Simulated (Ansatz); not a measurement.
Consider HfC in the rock salt structure (space group Fm-3m, No. 225; a = 4.6407 Å).

Level of theory: Ansatz (a program for electronic structure) r2SCAN, no spin-orbit coupling.

```tsv
level	lattice parameter a
r2SCAN	4.641 Å
```

Question: What does experiment give, and how far off is each level?

Answer: Measured: lattice parameter a 4.638 Å (temperature not stated; as listed in Guo-Xu Zhang et al., New Journal of Physics (2018)). Computed minus measured — lattice parameter a: r2SCAN +0.1 %. Measured values not marked as corrected hold thermal and zero-point effects that the static-lattice runs lack.

No phonon test of stability was made. All final runs are without spin polarisation.
